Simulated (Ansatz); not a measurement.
**How far each method lies from full CI for HAlP, quartet**

Geometry: a point of a breathe scan, not a stationary point.

```xyz
3

Al    0.0000   -0.0932    1.0706
P     0.0000    0.0441   -0.9889
H     0.0000    1.1378    1.7292
```

Basis 6-31G; Ansatz 0.2.0. Correlated methods freeze the noble-gas cores, which leaves 9 electrons in 18 orbitals. R marks a restricted (for open shells ROHF) determinant, U an unrestricted one. Active spaces: pair = (5e, 5o) about the gap.

Full CI is exact within this basis and frozen core; it isn't the basis-set limit. The frozen core follows each run's orbitals, which can shift R against U totals by a few meV.

For open shells CISD is restricted-active-space CI with the open shells as a complete middle space.

* UHF ⟨S²⟩: 3.755
* T1 diagnostic (RCCSD): 0.0243
* largest doubles amplitude (RCCSD): 0.036
* T1 diagnostic (UCCSD): 0.0225

Q: From what is known of these methods and the diagnostics, rank them by the size of their error in total energy against full CI in 6-31G, smallest first (an estimate: the text doesn't fix the numbers).
A. RCCSD
B. NEVPT2 (pair space)
C. RCCSDT(Q)
D. MRCISD (pair space)
E. UMP2

A: C (0.00 kcal/mol), A (1.08 kcal/mol), D (1.82 kcal/mol), B (10.03 kcal/mol), E (11.55 kcal/mol).

All errors are against full CI in 6-31G. Within each family the higher level lies nearer, as is usual though not guaranteed.

The full-CI state has the irrep A'' of Cs, in the program's axes.

Natural occupations of full CI about the gap: 1.981 1.969 1.962 0.999 0.994 0.993 0.023 0.022 0.020 0.010; effectively unpaired electrons, Σ n²(2−n)², 3.02.
